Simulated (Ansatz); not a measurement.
`CNC(O)O`, relaxed with RKS PBE0-D4/def2-TZVP in the Gaussian-basis code of Ansatz from a PBE-D4/def2-SVP geometry. The force threshold is 0.005 eV/Å; the program also tests the step.

Total charge 0; spin multiplicity 1.

Start:

```xyz
12

C     0.716   -0.978   -0.875
N    -0.501   -0.188   -0.711
C    -0.530    0.683    0.428
O    -0.612   -0.061    1.628
O     0.632    1.470    0.531
H     1.628   -0.379   -1.100
H     0.907   -1.530    0.066
H     0.567   -1.724   -1.681
H    -0.733    0.335   -1.562
H    -1.437    1.338    0.305
H    -1.344   -0.693    1.501
H     0.707    1.727    1.470
```

Q: How much energy does the relaxation release, and in how many steps? (Estimate.)

A: The calculation gave: 1.15 kcal/mol, in 6 steps.

Q: Which bonds change most? (Best estimate.)

A: The calculation gave: C3–H10 from 1.125 to 1.102 Å; C1–H6 from 1.114 to 1.095 Å; C1–H7 from 1.108 to 1.090 Å; C1–H8 from 1.108 to 1.091 Å.

Q: Give the relaxed structure. (An estimate is asked.)

A: The calculation gave: 
```xyz
12

C     0.717   -0.973   -0.868
N    -0.498   -0.193   -0.703
C    -0.531    0.674    0.423
O    -0.629   -0.053    1.619
O     0.629    1.447    0.530
H     1.603   -0.368   -1.086
H     0.909   -1.531    0.050
H     0.568   -1.693   -1.674
H    -0.725    0.323   -1.542
H    -1.409    1.329    0.303
H    -1.342   -0.688    1.502
H     0.708    1.727    1.447
```
